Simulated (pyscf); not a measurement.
`[F][SiH2][F]` + `[OH2]` -> `[FH]` + `[OH][SiH2][F]`, a four-centre exchange (singlet surface; F–Si, H–O broken, F–H, O–Si formed). Structures and frequencies: ωB97X-D3(BJ)/def2-SVP in PySCF. Correlated levels are frozen-core, on RHF or UHF. ΔMP2 is the change of the MP2 total energy from the triple- to the quadruple-zeta basis. Energies in eV from the separated reactants.

Small-basis levels: PySCF, no dispersion term, spherical d functions. 

Task: Quick B3LYP/6-31G* single points give ΔE‡ = 0.84 eV and ΔE = +0.68 eV. What does CCSD(T)/def2-TZVPP + ΔMP2(QZVPP) give, and how far is the quick result from it?

Result: CCSD(T)/def2-TZVPP + ΔMP2(QZVPP) gives ΔE‡ = 1.04 eV and ΔE = +0.40 eV. B3LYP/6-31G* lies 0.20 eV under it in the barrier and 0.28 eV over it in the reaction energy, so on this step it does not hold to within 0.13 eV. CCSD(T)/def2-TZVPP + ΔMP2(QZVPP) has limits of its own. On the reactant side the descent ends in a complex (not fully relaxed), 0.18 eV under the separated species and 1.07 eV under the saddle at ωB97X-D3(BJ)/def2-TZVP. On the product side the descent ends in a complex, 0.27 eV under the separated species and 0.77 eV under the saddle at ωB97X-D3(BJ)/def2-TZVP. At ωB97X-D3(BJ) the barrier from the zero used here is 0.89 eV. One saddle was located; it need not be the lowest between these sides. The CCSD(T) − MP2 part came from Ansatz, without density fitting, on the same reference.
